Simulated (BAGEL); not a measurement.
# CH5FSi (SMILES C[SiH2]F) at 4 levels

Wanted: a comparison of 4 runs (B3LYP/6-31G*, B3LYP/6-311+G**, PBE0/6-311+G**, RI-MP2/6-311+G**) of CH5FSi. 

The calculation is run with BAGEL 1.2.2.

## Step 1: The molecule

CH5FSi: 8 atoms, total charge 0, spin state singlet. As SMILES, `C[SiH2]F`. The coordinates come from a PBE0-D4/def2-TZVP relaxation.

Bond lengths: C1–Si2 1.853 Å, Si2–F3 1.604 Å, C1–H4 1.092 Å, C1–H5 1.094 Å, C1–H6 1.092 Å, Si2–H7 1.485 Å, Si2–H8 1.485 Å. Some angles: C1–Si2–F3 109.4°, C1–Si2–H7 111.5°, C1–Si2–H8 111.5°, F3–Si2–H7 107.3°, F3–Si2–H8 107.3°, Si2–C1–H4 111.0°, Si2–C1–H5 110.1°, Si2–C1–H6 111.1°, H7–Si2–H8 109.7°, H4–C1–H5 108.1°.

## Step 2: A single-point energy at B3LYP/6-31G(d) (density fitting with qzvpp-jkfit, spherical functions) (run 1)

Input file job.json:

```json
{ "bagel" : [

{
  "title" : "molecule",
  "basis" : "6-31gs.json",
  "df_basis" : "qzvpp-jkfit",
  "angstrom" : true,
  "geometry" : [
    { "atom" : "C", "xyz" : [      -0.521400,       0.700300,      -0.437000 ] },
    { "atom" : "Si", "xyz" : [       0.448400,      -0.642000,       0.395200 ] },
    { "atom" : "F", "xyz" : [       1.946500,      -0.649600,      -0.178800 ] },
    { "atom" : "H", "xyz" : [      -0.562400,       0.542500,      -1.517100 ] },
    { "atom" : "H", "xyz" : [      -1.546700,       0.713200,      -0.056500 ] },
    { "atom" : "H", "xyz" : [      -0.077200,       1.680300,      -0.248400 ] },
    { "atom" : "H", "xyz" : [       0.538700,      -0.420800,       1.860700 ] },
    { "atom" : "H", "xyz" : [      -0.133700,      -1.981200,       0.126000 ] }
  ]
},

{ "title" : "ks", "xc_func" : "b3lyp" },

{ "title" : "print", "file" : "orbitals.molden", "orbitals" : true }

]}
```

The basis set 6-31G* is read from a file made from the Basis Set Exchange's data (not shown).

On the command line:

```
$ BAGEL_NUM_THREADS=1 BAGEL job.json > job.out
```

Log:

```text
* using 1 threads per process

  ===============================================================
  ===============================================================

  *** Geometry ***

  { "atom" : "C", "xyz" : [     -0.985303,      1.323375,     -0.825810 ] },
  { "atom" : "Si", "xyz" : [      0.847353,     -1.213204,      0.746820 ] },
  { "atom" : "F", "xyz" : [      3.678352,     -1.227566,     -0.337883 ] },
  { "atom" : "H", "xyz" : [     -1.062782,      1.025176,     -2.866904 ] },
  { "atom" : "H", "xyz" : [     -2.922839,      1.347753,     -0.106770 ] },
  { "atom" : "H", "xyz" : [     -0.145887,      3.175307,     -0.469408 ] },
  { "atom" : "H", "xyz" : [      1.017995,     -0.795197,      3.516213 ] },
  { "atom" : "H", "xyz" : [     -0.252656,     -3.743925,      0.238105 ] },

  Number of auxiliary basis functions:      370

  Since a DF basis is specified, we compute 2- and 3-index integrals:
    o Being stored without compression. Storage requirement is 0.009 GB

  Number of basis functions:       56
  Number of electrons      :       34

    * METHOD: MOLECULE                             0.11

  *** Kohn-Sham DFT ***

    * Removing 13650 points whose weight is below 1.00e-10
    * Grid points: 105598

  === Nuclear Repulsion ===
   115.9591154190

       - DIIS with orbital gradients will be used.

  === KS iteration (b3lyp / 6-31gs.json) ===
      0       -405.29964304          0.14873361           0.20
      1       -379.13417267          0.22503739           0.20
      2       -370.78224753          0.24235011           0.20
      3       -417.44637808          0.12978474           0.20
      4       -422.48152627          0.10715340           0.20
      5       -428.95694486          0.08045455           0.20
      6       -430.46169604          0.01303624           0.20
      7       -430.49700814          0.00720422           0.20
      8       -430.50603400          0.00333924           0.20
      9       -430.50906004          0.00083490           0.20
     10       -430.50926509          0.00031119           0.20
     11       -430.50929023          0.00002000           0.20
     12       -430.50929032          0.00000612           0.20
     13       -430.50929033          0.00000182           0.20
     14       -430.50929033          0.00000055           0.20
     15       -430.50929033          0.00000013           0.20
     16       -430.50929033          0.00000005           0.20
     17       -430.50929033          0.00000001           0.20
    * SCF iteration converged.

    * Permanent dipole moment:
           (    0.620748,    -0.249121,    -0.016670) a.u.

    * METHOD: KS                                   3.94

    * METHOD: PRINT                                0.01

  ===============================================================
```

Run time: 4.2 s. Hardware: 1 thread of Arm Neoverse V2, shared host; peak memory 0.3 GiB.

## Step 3: The energy at B3LYP/6-311+G(d,p) (density fitting with qzvpp-jkfit) (run 2)

Input file dft.json:

```json
{ "bagel": [

{
  "title": "molecule",
  "basis": "6-311+gss.json",
  "df_basis": "qzvpp-jkfit",
  "angstrom": true,
  "geometry": [
    { "atom": "C", "xyz": [   -0.521400,    0.700300,   -0.437000 ] },
    { "atom": "Si", "xyz": [    0.448400,   -0.642000,    0.395200 ] },
    { "atom": "F", "xyz": [    1.946500,   -0.649600,   -0.178800 ] },
    { "atom": "H", "xyz": [   -0.562400,    0.542500,   -1.517100 ] },
    { "atom": "H", "xyz": [   -1.546700,    0.713200,   -0.056500 ] },
    { "atom": "H", "xyz": [   -0.077200,    1.680300,   -0.248400 ] },
    { "atom": "H", "xyz": [    0.538700,   -0.420800,    1.860700 ] },
    { "atom": "H", "xyz": [   -0.133700,   -1.981200,    0.126000 ] }
  ]
},
{ "title": "ks", "xc_func": "b3lyp" },
{ "title": "print", "file": "orbitals.molden", "orbitals": true }

]}
```

The basis set 6-311+G** is read from a file made from the Basis Set Exchange's data (not shown).

On the command line:

```
$ BAGEL_NUM_THREADS=1 BAGEL dft.json > dft.out
```

Log:

```text
* using 1 threads per process

  ===============================================================
  ===============================================================

  *** Geometry ***

  { "atom" : "C", "xyz" : [     -0.985303,      1.323375,     -0.825810 ] },
  { "atom" : "Si", "xyz" : [      0.847353,     -1.213204,      0.746820 ] },
  { "atom" : "F", "xyz" : [      3.678352,     -1.227566,     -0.337883 ] },
  { "atom" : "H", "xyz" : [     -1.062782,      1.025176,     -2.866904 ] },
  { "atom" : "H", "xyz" : [     -2.922839,      1.347753,     -0.106770 ] },
  { "atom" : "H", "xyz" : [     -0.145887,      3.175307,     -0.469408 ] },
  { "atom" : "H", "xyz" : [      1.017995,     -0.795197,      3.516213 ] },
  { "atom" : "H", "xyz" : [     -0.252656,     -3.743925,      0.238105 ] },

  Number of auxiliary basis functions:      370

  Since a DF basis is specified, we compute 2- and 3-index integrals:
    o Being stored without compression. Storage requirement is 0.032 GB

  Number of basis functions:      104
  Number of electrons      :       34

    * METHOD: MOLECULE                             0.14

  *** Kohn-Sham DFT ***

    * Removing 13650 points whose weight is below 1.00e-10
    * Grid points: 105598

  === Nuclear Repulsion ===
   115.9591154190

       - DIIS with orbital gradients will be used.

  === KS iteration (b3lyp / 6-311+gss.json) ===
      0       -328.14772113          0.29829557           0.37
      1       -264.57706893          0.20155972           0.36
      2       -321.21045607          0.26288982           0.36
      3       -403.00656812          0.14847335           0.36
      4       -421.47604742          0.12639018           0.35
      5       -423.16415320          0.12014959           0.35
      6       -423.17237949          0.12033792           0.35
      7       -375.92176855          0.17548419           0.35
      8       -426.24740665          0.09254738           0.35
      9       -430.45569828          0.01867098           0.35
     10       -430.51304821          0.01627099           0.34
     11       -430.57100218          0.00776426           0.36
     12       -430.58730407          0.00300480           0.35
     13       -430.59086475          0.00032817           0.35
     14       -430.59089991          0.00006752           0.35
     15       -430.59090147          0.00001059           0.35
     16       -430.59090151          0.00000459           0.36
     17       -430.59090151          0.00000167           0.35
     18       -430.59090152          0.00000013           0.35
     19       -430.59090152          0.00000005           0.35
     20       -430.59090152          0.00000002           0.35
     21       -430.59090152          0.00000000           0.36
    * SCF iteration converged.

    * Permanent dipole moment:
           (    0.723844,    -0.237436,    -0.067160) a.u.

    * METHOD: KS                                   8.29

    * METHOD: PRINT                                0.02

  ===============================================================
```

It took 8.7 s on 1 thread of Arm Neoverse V2, shared host; peak memory 0.49 GiB.

Run 3 isn't shown in full; the table further down has it.

## Step 4: A single-point energy at RI-MP2/6-311+G(d,p) (density fitting with qzvpp-jkfit) (run 4)

Input file mp2.json:

```json
{ "bagel": [

{
  "title": "molecule",
  "basis": "6-311+gss.json",
  "df_basis": "qzvpp-jkfit",
  "angstrom": "true",
  "geometry": [
    { "atom": "C", "xyz": [      -0.521400,       0.700300,      -0.437000 ] },
    { "atom": "Si", "xyz": [       0.448400,      -0.642000,       0.395200 ] },
    { "atom": "F", "xyz": [       1.946500,      -0.649600,      -0.178800 ] },
    { "atom": "H", "xyz": [      -0.562400,       0.542500,      -1.517100 ] },
    { "atom": "H", "xyz": [      -1.546700,       0.713200,      -0.056500 ] },
    { "atom": "H", "xyz": [      -0.077200,       1.680300,      -0.248400 ] },
    { "atom": "H", "xyz": [       0.538700,      -0.420800,       1.860700 ] },
    { "atom": "H", "xyz": [      -0.133700,      -1.981200,       0.126000 ] }
  ]
},

{
  "title": "hf"
},

{
  "title": "mp2",
  "ncore": 7
}

]}
```

The basis set 6-311+G** is read from a file made from the Basis Set Exchange's data (not shown).

On the command line:

```
$ BAGEL_NUM_THREADS=1 BAGEL mp2.json > mp2.out
```

Log:

```text
* using 1 threads per process

  ===============================================================
  ===============================================================

  *** Geometry ***

  { "atom" : "C", "xyz" : [     -0.985303,      1.323375,     -0.825810 ] },
  { "atom" : "Si", "xyz" : [      0.847353,     -1.213204,      0.746820 ] },
  { "atom" : "F", "xyz" : [      3.678352,     -1.227566,     -0.337883 ] },
  { "atom" : "H", "xyz" : [     -1.062782,      1.025176,     -2.866904 ] },
  { "atom" : "H", "xyz" : [     -2.922839,      1.347753,     -0.106770 ] },
  { "atom" : "H", "xyz" : [     -0.145887,      3.175307,     -0.469408 ] },
  { "atom" : "H", "xyz" : [      1.017995,     -0.795197,      3.516213 ] },
  { "atom" : "H", "xyz" : [     -0.252656,     -3.743925,      0.238105 ] },

  Number of auxiliary basis functions:      370

  Since a DF basis is specified, we compute 2- and 3-index integrals:
    o Being stored without compression. Storage requirement is 0.032 GB

  Number of basis functions:      104
  Number of electrons      :       34

    * METHOD: MOLECULE                             0.14

  *** RHF ***

  === Nuclear Repulsion ===
   115.9591154190

      * DIIS with orbital gradients will be used.

  === RHF iteration (6-311+gss.json) ===
      0       -428.97012818          0.02879843           0.05
      1       -429.16606324          0.01805684           0.05
      2       -429.26248925          0.00216645           0.05
      3       -429.26448789          0.00089678           0.05
      4       -429.26480830          0.00009694           0.05
      5       -429.26481627          0.00001727           0.05
      6       -429.26481654          0.00000468           0.05
      7       -429.26481656          0.00000106           0.05
      8       -429.26481656          0.00000036           0.05
      9       -429.26481656          0.00000012           0.05
     10       -429.26481656          0.00000003           0.05
     11       -429.26481656          0.00000001           0.05
    * SCF iteration converged.

    * Permanent dipole moment:
           (    0.776130,    -0.222820,    -0.100658) a.u.

    * METHOD: HF                                   0.72

  *** RHF ***

  === Nuclear Repulsion ===
   115.9591154190

      * DIIS with orbital gradients will be used.

  === RHF iteration (6-311+gss.json) ===
      0       -429.26481656          0.00000000           0.05
    * SCF iteration converged.

    * Permanent dipole moment:
           (    0.776130,    -0.222820,    -0.100658) a.u.

  === DF-MP2 calculation ===

    * freezing 7 orbitals
    * 3-index integral transformation done
    * assembly done

      MP2 correlation energy:   -0.4671316795      0.04

      MP2 total energy:       -429.7319482357

    * METHOD: MP2                                  0.15

  ===============================================================
```

It took 1.2 s on 1 thread of Arm Neoverse V2, shared host; peak memory 0.11 GiB.

## Step 5: The series

| run | level | frozen core orbitals | energy (Eh) | dipole moment (D) | HOMO energy (eV) | LUMO energy (eV) | wall time |
| --- | --- | --- | --- | --- | --- | --- | --- |
| 1 | B3LYP/6-31G* (density fitting with qzvpp-jkfit, spherical functions) | – | -430.509290 | 1.70 | -8.77 | 0.79 | 4.2 s |
| 2 | B3LYP/6-311+G** (density fitting with qzvpp-jkfit) | – | -430.590902 | 1.94 | -9.10 | -0.13 | 8.7 s |
| 3 | PBE0/6-311+G** (density fitting with qzvpp-jkfit) | – | -430.288931 | 1.97 | -9.32 | 0.11 | 8.7 s |
| 4 | RI-MP2/6-311+G** (density fitting with qzvpp-jkfit) | 7 | -429.731948 | – | – | – | 1.2 s |

## Step 6: Results

| quantity | value |
| --- | --- |
| run 4: total energy | -429.73195 Eh |
| run 4: correlation energy (7 core orbitals frozen) | -467.1 mEh |

Over runs 1, 2, 3 the dipole moment (its size) runs from 1.70 D (B3LYP/6-31G*) to 1.97 D (PBE0/6-311+G**). The two ends differ in method and basis. Over runs 1, 2, 3 the HOMO–LUMO gap runs from 8.97 eV (B3LYP/6-311+G**) to 9.56 eV (B3LYP/6-31G*). Totals of different functionals can't be ranked against each other. All runs together took 23 s, the longest 8.7 s.
